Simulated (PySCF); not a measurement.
```xyz
3
charge 0 multiplicity 1, angstrom
C     0.0000    0.0000    0.0000
C     0.0000    0.0000    1.3013
C     0.0000    0.0000   -1.3013
```

Method: PBE in PySCF with C def2-TZVP; no relativity; density-fitted integrals.

This geometry of C3 is a stationary point at this level.

What is the point group?

D∞h.

Is it a minimum?

Yes: all harmonic wavenumbers are real, though the softest, 47 cm⁻¹, leaves little margin.

What are the dipole moment and the gap between the highest occupied and lowest empty levels?

0.00 D and 2.39 eV.

Give the ideal-gas entropy at 298.15 K and 1 bar by parts.

translation 153.5, rotation 54.2, vibration 41.6, spin 0.0; total 249.4 J/(mol K).

What is the atomisation energy, with and without zero-point energy?

1439 kJ/mol without, 1419 kJ/mol with.

Only a few start shapes were tried, so a lower isomer may exist.
